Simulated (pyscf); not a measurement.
PH₃ + BH [singlet] → HB=PH + hydrogen (H₂), a concerted two-bond exchange (singlet surface; H–P, H–P broken, B–P, H–H formed). Optimised with ωB97X-D3(BJ)/def2-SVP in PySCF. Energies in kcal/mol from the separated reactants.

AM1 to PM7: differences of heats of formation from MOPAC, which are fitted to 298 K values and so differ in kind from electronic energies by zero-point and thermal terms. 

### Question
In single points AM1 puts the saddle at 8.1 kcal/mol and the reaction energy at -41.6 kcal/mol. Should these be trusted to within a few kcal/mol? Compare with ωB97M-D3(BJ)/def2-TZVP.

### Answer
ωB97M-D3(BJ)/def2-TZVP gives ΔE‡ = 21.4 kcal/mol and ΔE = -55.4 kcal/mol. AM1 lies 13.2 kcal/mol under it in the barrier and 13.7 kcal/mol over it in the reaction energy, so on this step it does not hold to within 3.0 kcal/mol. ωB97M-D3(BJ)/def2-TZVP has limits of its own. On the reactant side the descent ends in an adduct with a B–P contact, 20.3 kcal/mol under the separated species and 40.4 kcal/mol under the saddle at ωB97X-D3(BJ)/def2-TZVP. What is counted as formed (B–P) is already present as a longer contact in the reactant adduct; forming that adduct is a step of its own. The same reactants have a lower exit, to H₂B–PH₂ (barrier -7.3 kcal/mol at ωB97M-D3(BJ)/def2-TZVP, against +21.4 kcal/mol here). One saddle was located; it need not be the lowest between these sides.
